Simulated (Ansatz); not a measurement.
# What a trial cell of Zr₂Ti relaxes into

Level of theory: DFT PBE, scalar-relativistic, plane waves, PAW in Ansatz. Cutoff 420 eV, Γ-centred k mesh, Gaussian smearing, no spin polarisation in the final step.

Zr₂Ti was placed on the cubic Laves (C15) structure type (Fd-3m, No. 227), with Ti in place of Mg, Zr in place of Cu, at a guessed volume.

```
CELL_PARAMETERS angstrom
0.00000 3.61981 3.61981
3.61981 0.00000 3.61981
3.61981 3.61981 0.00000
ATOMIC_POSITIONS crystal
Zr 0.62500 0.62500 0.62500
Zr 0.12500 0.62500 0.62500
Zr 0.62500 0.62500 0.12500
Zr 0.62500 0.12500 0.62500
Ti 0.00000 0.00000 0.00000
Ti 0.25000 0.25000 0.25000
```

Cell and atoms relax at zero pressure; the relaxation can't lower the symmetry of the start. After a coarse first stage the cell is made exact in the group found at 0.06 Å.

Formation energies are uncorrected and refer to the elements' standard structures at the same level.

(1) Describe the relaxed structure.

(2) What are its volume, energy, density and gap?

Answers

(1) It keeps Fd-3m (No. 227). The result has the cubic Laves (C15) structure. Conventional cell: a = 8.093 Å. Zr is coordinated by 6 Zr at 2.86 Å and 6 Ti at 3.36 Å; Ti has 12 Zr at 3.36 Å and 4 Ti at 3.50 Å.

```
Zr Ti
1.0
     0.00000    4.04675    4.04675
     4.04675    0.00000    4.04675
     4.04675    4.04675    0.00000
Zr Ti
4 2
Direct
  0.62500 0.62500 0.62500
  0.12500 0.62500 0.62500
  0.62500 0.62500 0.12500
  0.62500 0.12500 0.62500
  0.00000 0.00000 0.00000
  0.25000 0.25000 0.25000
```

(2) The volume per atom is 22.09 Å³ and the density is 5.77 g/cm³. The energy over the elements is 0.50 eV/atom. The gap on the 8×8×8 mesh is 0 eV (a metal).

The final run used a 8×8×8 mesh on its 6-atom cell and 0.10 eV smearing. For metals, differences of a few meV/atom aren't resolved. Symmetry constrained the relaxation, so the result can be a saddle point.

Cost: 3 runs of about 1.2 core-minutes in all, on Arm Neoverse V1 (shared hosts).